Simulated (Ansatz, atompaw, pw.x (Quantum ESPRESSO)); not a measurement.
# What a changed setting does to a pw.x run (diamond Sn)

Potential: PAW, atompaw 4.2.0.5, LDA (PW92); core [Kr] 4d10, reference 5s2 5p2; waves: 5s (bound): rc 3.00 bohr; 5s channel at 2.6 Ry: rc 3.00 bohr; 5p (bound): rc 3.00 bohr; 5p channel at 0.2 Ry: rc 3.00 bohr; 5d channel at 0.1 Ry: rc 3.00 bohr; 5d channel at 3.3 Ry: rc 2.35 bohr; local part: bessel scheme, radius 2.75 bohr; core correction: smooth core density matched at 1.50 bohr; augmentation: sinc compensation charge, radius 2.60 bohr; PAW radius 3.00 bohr; waves and projectors: custom rrkj gramschmidtortho.

The reference run (k-mesh 8³, cutoffs 40/400 Ry, Fermi–Dirac 0.01 Ry, mixing_beta 0.4, conv_thr 1e-9, no spin) gives 0.51 GPa at 33.988 Å³/atom, where all-electron LAPW gives 0.00 GPa. This run, with its own iteration cap, changes smearing to mp.

```
&control
  calculation='scf', prefix='x', pseudo_dir='./', outdir='./tmp', tstress=.true., disk_io='none'
/
&system
  ibrav=0, nat=2, ntyp=1, ecutwfc=40, ecutrho=400, nbnd=11,
  occupations='smearing', smearing='mp', degauss=0.01
/
&electrons
  conv_thr=1e-09, mixing_beta=0.4, electron_maxstep=70
/
ATOMIC_SPECIES
Sn 1.0 Sn.UPF
CELL_PARAMETERS angstrom
  0.00000000 3.23923063 3.23923063
  3.23923063 0.00000000 3.23923063
  3.23923063 3.23923063 0.00000000
ATOMIC_POSITIONS crystal
Sn 0.0000 0.0000 0.0000
Sn 0.2500 0.2500 0.2500
K_POINTS automatic
8 8 8 0 0 0
```

```bash
pw.x < Sn.scf.in > Sn.scf.out
```

Question: How does the run end?

Answer: It converges in 7 iterations; the free energy moves by +4.6 meV/atom and the pressure by -0.11 GPa. This scheme is built to cancel the term in the square of the width that Fermi–Dirac smearing leaves in the F of a metal.

```
Message from routine setup:
     using ibrav=0 with symmetry is DISCOURAGED, use correct ibrav instead
     lattice parameter (alat)  =       8.6568  a.u.
     unit-cell volume          =     458.7248 (a.u.)^3
     number of electrons       =         8.00
     number of Kohn-Sham states=           11
     kinetic-energy cutoff     =      40.0000  Ry
     charge density cutoff     =     400.0000  Ry
     scf convergence threshold =      1.0E-09
     Exchange-correlation= SLA PW NOGX NOGC
     number of k points=    29  Methfessel-Paxton smearing, width (Ry)=  0.0100
     iteration #  1     ecut=    40.00 Ry     beta= 0.40
     total energy              =    -646.27044720 Ry
     estimated scf accuracy    <       0.02853760 Ry
     iteration #  2     ecut=    40.00 Ry     beta= 0.40
     negative rho (up, down):  2.415E-06 0.000E+00
     total energy              =    -646.26597489 Ry
     estimated scf accuracy    <       0.00835470 Ry
     iteration #  3     ecut=    40.00 Ry     beta= 0.40
     negative rho (up, down):  2.037E-06 0.000E+00
     total energy              =    -646.26641468 Ry
     estimated scf accuracy    <       0.00008800 Ry
     iteration #  4     ecut=    40.00 Ry     beta= 0.40
     negative rho (up, down):  2.272E-06 0.000E+00
     total energy              =    -646.26643929 Ry
     estimated scf accuracy    <       0.00000959 Ry
     iteration #  5     ecut=    40.00 Ry     beta= 0.40
     negative rho (up, down):  9.908E-07 0.000E+00
     total energy              =    -646.26644032 Ry
     estimated scf accuracy    <       0.00000044 Ry
     iteration #  6     ecut=    40.00 Ry     beta= 0.40
     negative rho (up, down):  1.398E-06 0.000E+00
     total energy              =    -646.26644027 Ry
     estimated scf accuracy    <       0.00000028 Ry
     iteration #  7     ecut=    40.00 Ry     beta= 0.40
     negative rho (up, down):  1.388E-06 0.000E+00
     the Fermi energy is     3.9546 ev
!    total energy              =    -646.26644028 Ry
     estimated scf accuracy    <          8.1E-10 Ry
     smearing contrib. (-TS)   =       0.00000089 Ry
     The total energy is F=E-TS. E is the sum of the following terms:
     one-electron contribution =       5.15686185 Ry
     hartree contribution      =       1.00248418 Ry
     xc contribution           =     -39.04138167 Ry
     ewald contribution        =     -14.08023616 Ry
     one-center paw contrib.   =    -599.30416937 Ry
     convergence has been achieved in   7 iterations
     negative rho (up, down):  1.388E-06 0.000E+00
          total   stress  (Ry/bohr**3)                   (kbar)     P=        3.94
     Message from routine punch:
     Nothing written, as per user request (disk_io='none')
```

The run took about 18 s on one core of a shared host (Intel(R) Xeon(R) Platinum 8259CL CPU @ 2.50GHz, 64 threads, 499 GiB, load 18).
